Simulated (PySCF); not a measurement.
Compound: HCF (singlet state).
Cartesian coordinates in Å at the PBE0-D3(BJ)/def2-SVP level; atoms count from 1:
```xyz
3
CHF angstrom
C      0.2174   -0.4601    0.0000
F      0.6867    0.7461    0.0000
H     -0.9040   -0.2861    0.0000
```

Method used: TDDFT B3LYP/def2-SVPD, vertical, gas phase, core orbitals frozen in the response in PySCF.

Ground-to-excited transition dipoles (e·a0, same axes as the geometry; the sign carries no meaning), for the states with f of 0.002 or more among the lowest 7:

```tsv
state	E (eV)	μx	μy	μz
S1	2.221	0.000	0.000	0.304
S2	6.764	-0.689	0.165	0.000
S3	7.893	-0.144	0.339	0.000
S4	8.345	0.000	0.000	-0.347
S5	9.238	0.000	0.000	0.209
S6	9.307	0.116	0.418	0.000
S7	9.933	-0.502	0.212	0.000
```

**Question.** Work out the oscillator strengths.

**Answer.** f = (2/3) ΔE |μ|² with ΔE in hartree (27.2114 eV).

```
state  |μ|² (au)  |μ| (D)      f
   S1      0.093     0.77  0.005
   S2      0.502     1.80  0.083
   S3      0.136     0.94  0.026
   S4      0.120     0.88  0.025
   S5      0.044     0.53  0.010
   S6      0.188     1.10  0.043
   S7      0.297     1.39  0.072
```

**Question.** Label these states by symmetry in Cs.

**Answer.** The ground state is totally symmetric, so the direction of μ fixes the label. Polarised normal to the mirror plane, so A″: S1, S4 and S5. Polarised in the mirror plane, so A′: S2, S3, S6 and S7.

**Question.** What angle do the transition dipoles of S3 and S7 make?

**Answer.** |cos θ| = |μa·μb| / (|μa| |μb|) = 0.72, so θ ≈ 44° (taken between 0 and 90°, since the signs are arbitrary).

**Question.** How is the summed strength of these states shared among x, y and z?

**Answer.** (2/3) Σ ΔE μα² gives 0.147 for x, 0.078 for y and 0.040 for z, 0.264 in all.

All these states lie below the vertical ionisation energy of 10.54 eV (ΔSCF).

Hardware: Arm Neoverse N1, one thread (shared host). Cost: 4.4 s wall, 0.27 GiB resident at most.
